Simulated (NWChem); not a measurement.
System: methanethiol (CH4S); SMILES SC

Computed with NWChem. Pople sets run with spherical d functions. Structure relaxed at the PBE0/def2-SVP level. LC-ωPBE (HJS hole) with 6-31G*; x = 1 − exp(−ω/0.25 bohr⁻¹) is a scale chosen for this fit.

```
row           x  −ε(HOMO) (eV)
--------  -----  -------------
ω = 0.05  0.181           6.15
ω = 0.10  0.330       withheld
ω = 0.25  0.632           8.55
ω = 0.50  0.865           9.93
ω = 0.80  0.959          10.47
```

Problem. Fit a straight line of the last column on the one before it, predict the withheld value, and compare with the run.

Solution. 
1. Means of the 4 shown rows: x = 0.6593, y = 8.775. Slope Σ(x − x̄)(y − ȳ)/Σ(x − x̄)² = 2.007/0.3616 = 5.550; intercept 5.116.
2. The shown rows scatter about the line by 0.043 (root mean square); the largest residual is -0.07, at ω = 0.25.
3. At x = 0.330 (ω = 0.10; inside the shown range) the line gives 6.95.
4. The run gives 6.87, -0.08 from the line, 1.9 times the scatter.
